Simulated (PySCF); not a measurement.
Molecule: disilane, Si2H6, charge 0, multiplicity 1. 
Geometry from a B3LYP-D3(BJ)/def2-TZVP (Ansatz) optimisation:
SMILES: [SiH3][SiH3]
```xyz
8

Si     0.0002    -0.0110     1.1721
Si    -0.0002     0.0110    -1.1721
H     -0.0004     1.3752     1.6997
H     -1.2040    -0.7120     1.6803
H      1.2055    -0.7108     1.6798
H      0.0004    -1.3752    -1.6997
H     -1.2055     0.7108    -1.6798
H      1.2040     0.7120    -1.6803
```

Dispersion corrections to the total energy (kcal/mol) from the dftd3 and dftd4 libraries through PySCF: D3(BJ) without and D4 with the three-body term, each with the damping fitted for the functional named.

```tsv
functional	D3(BJ)	D4
PBE0	-2.83	-2.52
HF	-26.60	___
PBE	-3.16	___
B2GP-PLYP	-3.02	-1.26
B2PLYP	___	-2.07
TPSSh	-3.79	-3.63
revPBE	-7.70	-8.66
```

### Question
Some entries are withheld; supply them.

### Answer

- HF, D4: -10.31
- PBE, D4: -2.99
- B2PLYP, D3(BJ): -2.90
